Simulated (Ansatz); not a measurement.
```tsv
atom	x (Å)	y (Å)	z (Å)
Li	0.0000	0.0000	-1.1750
F	0.0000	0.0000	0.3917
```

Basis set: pcseg-2 (spherical functions). Charge 0, multiplicity 1.

Computed with Ansatz (development build ahead of 0.2.0); each method stands on the lowest determinant of its kind that the runs found. Restricted functionals stand beside restricted open-shell atoms, which can lie above the unrestricted atoms usual in DFT and then raise those values.

(1) Give the atomization energy at this shape (free ground-state atoms in the same class of orbitals less the molecule, no zero-point energy) of singlet LiF by PBE (restricted), PBE (unrestricted), PBE0 (restricted).

## Answers

(1)

| method | atomization energy |
| --- | --- |
| PBE (restricted) | 6.00 eV |
| PBE (unrestricted) | 5.96 eV |
| PBE0 (restricted) | 5.71 eV |

The shape needn't be a minimum at these levels.
